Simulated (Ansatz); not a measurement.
Coupled-cluster diagnostics for the cluster Al₂H₂ (the lowest singlet isomer of a short search), Ansatz.

Geometry of the singlet (PBE-D4/def2-TZVP):

| atom | x (Å) | y (Å) | z (Å) |
| --- | --- | --- | --- |
| Al1 | -1.138 | -0.495 | 0.408 |
| Al2 | 0.827 | -0.026 | -1.011 |
| H3 | 0.672 | -0.560 | 0.746 |
| H4 | -0.361 | 1.082 | -0.142 |

Correlated methods freeze 10 core orbitals. The structure comes from a short search, and lower isomers may exist.

Geometry of the charge 0 triplet (PBE-D4/def2-TZVP):

```xyz
4

Al    0.808   -0.927    0.459
Al   -0.821    0.919   -0.451
H    -0.160   -0.627   -0.985
H     0.173    0.635    0.978
```

Geometry of the charge 0 quintet (PBE-D4/def2-TZVP):

```xyz
4

Al   -0.979   -0.624   -0.545
Al    0.978    0.624    0.547
H    -0.636    1.011   -0.016
H     0.637   -1.011    0.014
```

Problem. Estimate the CCSD(T) correlation energy, the shares of MP2 and (T), T1 and the reference's ⟨S²⟩ for: charge 0, singlet, own geometry in def2-TZVPP; charge 0, singlet, own geometry in def2-TZVPD; charge 0, triplet, own geometry in def2-TZVPP; charge 0, quintet, own geometry in def2-TZVPP; charge 1, doublet, vertical in def2-TZVPP; charge -1, doublet, vertical in def2-TZVPD; and the rough time on 4 threads of Arm Neoverse V1 on a shared host.

Solution. 
```csv
state,basis,correlation (eV),MP2 share (%),(T) share (%),T1,⟨S²⟩ (pure),wall time,remarks
"charge 0, singlet, own geometry",def2-TZVPP,-5.263,78.5,4.6,0.029,0.00 (0.00),0.9 s,"large T1, restricted SCF unstable"
"charge 0, singlet, own geometry",def2-TZVPD,-5.111,77.4,4.6,0.030,0.00 (0.00),0.85 s,"large T1, restricted SCF unstable"
"charge 0, triplet, own geometry",def2-TZVPP,-4.814,74.2,5.6,0.087,2.01 (2.00),2.4 s,large T1
"charge 0, quintet, own geometry",def2-TZVPP,-3.351,77.2,3.2,0.018,6.01 (6.00),1.6 s,–
"charge 1, doublet, vertical",def2-TZVPP,-4.170,69.2,5.8,0.115,1.31 (0.75),3.4 s,"large T1, spin-contaminated"
"charge -1, doublet, vertical",def2-TZVPD,-5.370,76.3,5.0,0.041,0.88 (0.75),1.9 s,spin-contaminated
```
Customary marks for T1 are 0.02 (closed shells), 0.045 (open shells) and about 0.05 (3d metals). T1 exceeds 0.02 in 5 of 6 rows and 0.045 in 2; the higher it lies, the less the single-reference result can be trusted.
